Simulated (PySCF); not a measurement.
# SF, CCSD: how much the basis matters

PySCF, UHF reference; doublet, unpaired electrons π ↑; De to S + F without counterpoise correction. Frozen cores follow the default of each basis and core potential.

```json
{"basis": "def2-SVP", "relativity": "no relativity", "functions": "32", "Re (Å)": "1.630", "ωe (cm⁻¹)": "841", "De (eV)": "2.77", "frozen orbitals": "6"}
{"basis": "def2-SVPD", "relativity": "no relativity", "functions": "50", "Re (Å)": "1.644", "ωe (cm⁻¹)": "819", "De (eV)": "2.95", "frozen orbitals": "6"}
{"basis": "aug-cc-pV(D+d)Z/aug-cc-pVDZ", "relativity": "no relativity", "functions": "55", "Re (Å)": "1.642", "ωe (cm⁻¹)": "824", "De (eV)": "3.02", "frozen orbitals": "6"}
{"basis": "x2c-TZVPPall", "relativity": "spin-free X2C", "functions": "73", "Re (Å)": "1.597", "ωe (cm⁻¹)": "859", "De (eV)": "3.19", "frozen orbitals": "6"}
{"basis": "def2-TZVPPD", "relativity": "no relativity", "functions": "91", "Re (Å)": "1.598", "ωe (cm⁻¹)": "857", "De (eV)": "3.25", "frozen orbitals": "6"}
```

Task: How does each smaller set differ from the one with most functions, def2-TZVPPD?

Result: def2-SVP: +3.2 pm, -1.9 % in ωe, -0.48 eV in De; def2-SVPD: +4.6 pm, -4.4 % in ωe, -0.30 eV in De; aug-cc-pV(D+d)Z/aug-cc-pVDZ: +4.4 pm, -3.9 % in ωe, -0.23 eV in De; x2c-TZVPPall: -0.1 pm, +0.2 % in ωe, -0.06 eV in De. All at CCSD; the set with most functions is neither the basis-set limit nor always the best. The rows treat relativity differently, so the differences are not basis effects alone.

Correlated steps freeze 6 core orbitals. Correlated levels converge slowly with the basis: in double zeta they bind strong bonds too weakly, by up to about 1 eV, and carry superposition errors of some tenths. The state is the lowest determinant that a PBE0 search found; another state may lie lower at other levels.
